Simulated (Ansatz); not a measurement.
A barrier at the coupled-cluster level

Start structure (CH10Si2, singlet), relaxed at PBE0-D4/def2-TZVP:

| atom | x (Å) | y (Å) | z (Å) |
| --- | --- | --- | --- |
| Si1 | -0.5719 | 0.5026 | 1.4009 |
| C2 | 0.4862 | -0.9789 | 1.8273 |
| H3 | -1.8480 | 0.0786 | 0.7642 |
| H4 | -0.8970 | 1.2878 | 2.6227 |
| H5 | 0.1405 | 1.4029 | 0.4522 |
| H6 | 0.1293 | -0.8398 | -1.6291 |
| Si7 | 0.1141 | 0.3164 | -2.5619 |
| H8 | 0.7252 | -1.5541 | 0.9303 |
| H9 | 1.4243 | -0.6649 | 2.2904 |
| H10 | -0.0337 | -1.6379 | 2.5261 |
| H11 | 0.1700 | -0.1867 | -3.9586 |
| H12 | 1.2937 | 1.1781 | -2.2999 |
| H13 | -1.1326 | 1.0961 | -2.3644 |

The step: CH₆Si ([CH3][SiH3]) + SiH₄ → Si₂H₆ ([SiH3][SiH3]) + CH₄; bonds formed: Si1–Si7, C2–H6; bonds broken: Si1–C2, H6–Si7. Computed with Ansatz 0.2.0 (basis: def2-TZVPP and def2-QZVPP); correlated methods freeze the cores. Extrapolation: Hartree–Fock as exp(−7.88 √X), correlation as X^−2.97. Energies below are by CCSD(T) at an estimated basis limit (MP2 extrapolated from triple and quadruple zeta, plus CCSD(T) − MP2 in triple zeta).

What are the electronic barrier and the energy of the step, from the start structure to the end structure? (To be estimated.)

The calculation gives: Barrier 343.3 kJ/mol; step energy -7.9 kJ/mol (downhill); reverse barrier, their difference, 351.1 kJ/mol. Barrier and step energy count from the start structure, the reverse barrier from the end structure.

The saddle point: One imaginary mode of 1387i cm⁻¹.
| pair | start (Å) | saddle (Å) | end (Å) |
| --- | --- | --- | --- |
| Si1–Si7 | 4.03 | 2.69 | 2.34 |
| C2–H6 | 3.48 | 1.34 | 1.09 |
| Si1–C2 | 1.87 | 2.18 | 4.35 |
| H6–Si7 | 1.49 | 2.05 | 3.63 |

Zero-point energy (harmonic, PBE0-D4): ZPE is 244.0 kJ/mol at the start and 238.7 kJ/mol at the saddle, so the barrier goes from 343.3 to 337.9 kJ/mol.

T1 diagnostic: at most 0.012.

Labels in which every atom is bracketed show which atoms are joined, not bond orders.

For scale, one of the runs: CCSD(T)/def2-TZVPP, 255 basis functions, launched by `ansatz run in.yaml --threads 4 --pin off --events-out ev --progress --plain --max-ram 9574MiB`. The run took 63 s on 4 CPU threads of an Arm Neoverse V2 (shared host), with 5.3 GiB of host memory at its peak.
